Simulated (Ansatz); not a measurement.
## Ansatz (development build ahead of 0.2.0) run

```yaml
crystal:
  periodic: [false, false, false]
  atoms:
    - { symbol: "N", position_ang: [0.0, 0.0, 0.0] }
    - { symbol: O, position_ang: [0.0, 0.0, 2.3] }
basis:
  gaussian: { orbitals: pcseg-2 }
magnetization:
  initial_magnetization: 1
hamiltonian:
  xc: hf
```

The input is written out in the form of the current development build from the run's settings.

Output:

```yaml
Converged: yes
Total_energy: -128.95848 hartree
Spin_squared_of_the_determinant: 0.750
Stability_test: minimum among restricted orbitals
```

Caution: an unrestricted determinant lies well below.
